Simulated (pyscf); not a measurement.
A first-order saddle from PySCF, ωB97X-D3(BJ)/def2-SVP:

```xyz
4

In     1.3272    -1.9298     0.1249
Cl    -0.4733    -0.2919     1.3081
Cl    -0.8143    -1.4878    -1.4700
H     -0.9237    -0.7425    -0.1105
```

Surface: singlet, charge 0. Lowest wavenumbers (cm⁻¹): 410i, 196, 356, 473, 754.

**Question.** Name the species on either side of this saddle.

**Answer.** Cl–In [singlet] + hydrogen chloride (HCl) <-> Cl–In [singlet] + hydrogen chloride (HCl), a four-centre exchange read from left to right: Cl–In, Cl–H broken and Cl–In, Cl–H formed. At CCSD(T)/def2-TZVPP + ΔMP2(QZVPP) it lies -1.2 kcal/mol from the left side and -1.2 kcal/mol from the right (each side as separated species at their lowest minima found). On the reactant side the descent ends in a bound adduct, 8.4 kcal/mol under the separated species and 4.8 kcal/mol under the saddle at ωB97X-D3(BJ)/def2-TZVP. On the product side the descent ends in a bound adduct, 8.4 kcal/mol under the separated species and 4.8 kcal/mol under the saddle at ωB97X-D3(BJ)/def2-TZVP. At CCSD(T) the saddle lies under the separated reactants, which points to a path from their complex (located at ωB97X-D3(BJ) alone). At CCSD(T) the saddle lies under the separated products, which points to a path from their complex (located at ωB97X-D3(BJ) alone). At ωB97X-D3(BJ) the barrier from the zero used here is -3.6 kcal/mol. One saddle was located; it need not be the lowest between these sides. The CCSD(T) − MP2 part came from Ansatz, without density fitting, on the same reference. The frozen core leaves the outer d or s,p core shells of the metals and heavy elements correlated in the MP2 and CC values, and def2-TZVPP describes them poorly, which can shift differences by a few kcal/mol. Elements past Kr carry the def2 core potentials, without spin-orbit coupling.
